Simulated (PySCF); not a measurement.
## Electronic absorption of chlorobenzene

Compound: chlorobenzene, C6H5Cl.
SMILES: `Clc1ccccc1`

Level of theory: TDDFT PBE0/def2-SVPD, vertical, gas phase, core orbitals frozen in the response (PySCF 2.14.0, density-fitted response routines). Geometry: PBE0-D3(BJ)/def2-SVP; no solvent, vibrations or thermal averaging.

| state | E (eV) | λ (nm) | ν̃ (cm⁻¹) | f | \|μ\| (D) | symmetry | main configurations (H = HOMO, L = LUMO) |
| --- | --- | --- | --- | --- | --- | --- | --- |
| S1 | 5.27 | 235.1 | 42540 | 0.0037 | 0.43 | B1 or B2 | H→L (68%), H-1→L+1 (32%) |
| S2 | 5.90 | 210.1 | 47600 | 0.091 | 2.02 | A1 | H→L+1 (78%), H-1→L (21%) |
| S3 | 6.41 | 193.5 | 51670 | 0.0002 | 0.08 | – | H→L+2 (94%) |
| S4 | 6.76 | 183.5 | 54490 | 0.323 | 3.55 | B1 or B2 | H-1→L+1 (61%), H→L (30%) |
| S5 | 6.86 | 180.8 | 55310 | 0.588 | 4.75 | A1 | H-1→L (74%), H→L+1 (18%) |
| S6 | 7.00 | 177.2 | 56430 | 0.0000 | 0.00 | – | H-2→L+1 (97%) |
| S7 | 7.01 | 176.8 | 56570 | 0.0000 | 0.00 | – | H-1→L+2 (98%) |
| S8 | 7.13 | 173.9 | 57500 | 0.0050 | 0.43 | B1 or B2 | H-2→L (93%) |
| S9 | 7.16 | 173.1 | 57770 | 0.0078 | 0.54 | B1 or B2 | H→L+3 (90%) |
| S10 | 7.62 | 162.8 | 61440 | 0.0000 | 0.00 | – | H→L+4 (98%) |

Triplets (Tamm–Dancoff): T1 3.97 eV, H→L+1 (64%), H-1→L (31%); T2 4.56 eV, H→L (85%), H-1→L+1 (13%); T3 4.67 eV, H-1→L (67%), H→L+1 (32%); T4 5.12 eV, H-1→L+1 (86%), H→L (13%).

The lowest singlet comes at 235 nm (509 kJ/mol) in the ultraviolet; it is very weak; its leading configuration is HOMO→LUMO (68%). The strongest level in the table is S5 at 6.86 eV (181 nm, f = 0.588). Löwdin shares by element: HOMO carbon 48% or more, chlorine 24% (atoms not listed hold the other 28%); LUMO (one of a set within 0.03 eV) carbon 75% or more (atoms not listed hold the other 25%). The oscillator strengths of these states sum to 1.019; summed over the whole spectrum of an exact calculation they would give the number of electrons, 58 (Thomas–Reiche–Kuhn). Orbital energies (eV): HOMO-3 -9.68, HOMO-2 -9.00, HOMO-1 -7.73, HOMO -7.21, LUMO -0.66, LUMO+1 -0.63, LUMO+2 0.51. The listed states span 2.34 eV, and the widest gap between neighbours is 0.63 eV (S1 to S2). The vertical ionisation energy (ΔSCF) is 9.08 eV, 1.47 eV above S10. Symmetry labels in C2v follow from the direction of the transition dipole and are given only for states with f of 0.002 or more; B1 and B2 swap with the choice of axes. The window holds the lowest 10 singlets.
